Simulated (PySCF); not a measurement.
SN: one state, many levels of theory

State: ²Π (doublet), unpaired electrons π ↑. Set-up: S jorge-DZP-DKH, N jorge-DZP-DKH; spin-free X2C with a Gaussian nucleus (PySCF 2.14). De refers to S + N in their high-spin ground configurations, without counterpoise correction. The functionals are run spin-unrestricted. A positive dipole means S(−)N(+). Levels whose curve was spin-contaminated or gave no clean fit are not listed.

```
       Level  Re (Å)  ωe (cm⁻¹)  De (eV)  μ (D)  CPU s a point (SCF and correlation, without the integrals)
        ROHF   1.487       1320     0.52  -1.64                                                       0.062
   ROHF-CCSD   1.527       1190     3.38    n/a                                                         n/a
ROHF-CCSD(T)   1.538       1150     3.72    n/a                                                           1
         PBE   1.535       1168     5.14  -1.74                                                        0.49
      PBEsol   1.530       1184     5.42  -1.77                                                        0.36
      r²SCAN   1.522       1210     4.43  -1.74                                                        0.78
     r²SCANh   1.515       1237     4.20  -1.76                                                        0.82
        PBE0   1.512       1252     4.38  -1.79                                                        0.69
         M06   1.516       1233     4.27  -1.81                                                        0.82
       HSE06   1.513       1247     4.36  -1.79                                                         0.7
```

(1) Which functional lies closest to ROHF-CCSD(T) in De, which farthest, and by how much do they differ from it?

(2) What does the step from GGA to meta-GGA do here, going from PBE to r²SCAN?

(3) What does the triples do here, going from ROHF-CCSD to ROHF-CCSD(T)?

Correlated steps freeze 6 core orbitals. Correlated levels converge slowly with the basis: in double zeta they bind strong bonds too weakly, by up to about 1 eV, and carry superposition errors of some tenths. The state was picked by a PBE0 search and need not be the measured ground state.

The whole job (state search and all levels along the bond) took about 1.3 min on 1 thread of Arm Neoverse V1 (shared host), peak memory 0.45 GiB.

Answers

(1) Closest is r²SCANh (-2.3 pm in Re, +7.6 % in ωe, +0.48 eV in De against ROHF-CCSD(T) in the same basis), farthest PBEsol (-0.8 pm in Re, +3.0 % in ωe, +1.70 eV in De). CCSD(T) converges more slowly with the basis than the functionals do and binds too weakly in this one, so the order can change at the basis-set limit.

(2) r²SCAN less PBE: -1.3 pm in Re, +3.6 % in ωe, -0.71 eV in De. 

(3) ROHF-CCSD(T) less ROHF-CCSD: +1.1 pm in Re, -3.4 % in ωe, +0.34 eV in De. Correlation nearly always deepens the well. The bond lengthens, as in strong covalent bonds, where excitations into antibonding orbitals dominate.
